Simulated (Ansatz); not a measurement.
Mulliken charges of C2H3NO, SMILES `N=C=CO` from B3LYP/def2-TZVPP in Ansatz (PBE0-D4/def2-TZVP geometry).

```csv
atom,x (Å),y (Å),z (Å),charge (e)
N1,1.030,-0.630,1.355,-0.201
C2,0.363,-0.031,0.515,-0.006
C3,-0.499,0.561,-0.273,0.015
O4,-1.110,0.001,-1.366,-0.301
H5,2.036,-0.617,1.175,0.178
H6,-0.748,1.602,-0.119,0.121
H7,-1.011,-0.955,-1.333,0.196
```

**Question.** By hand: the dipole of these point charges (1 e Å = 4.8032 D).

**Answer.** Σ q r = (0.191, 0.032, 0.065) e Å, of length 0.204 e Å = 0.98 D.

**Question.** How does the dipole of the full density compare? (Estimate.)

**Answer.** Ansatz gave: (0.226, -0.062, -0.113) e Å, 1.25 D; the point charges give 0.78 times that, at 50° from its direction.

Point charges leave out the atoms' own dipoles, such as those of lone pairs, and Mulliken's split depends on the basis, so the two needn't agree.

B3LYP here is the variant with VWN-RPA as its local correlation; programs differ in this.
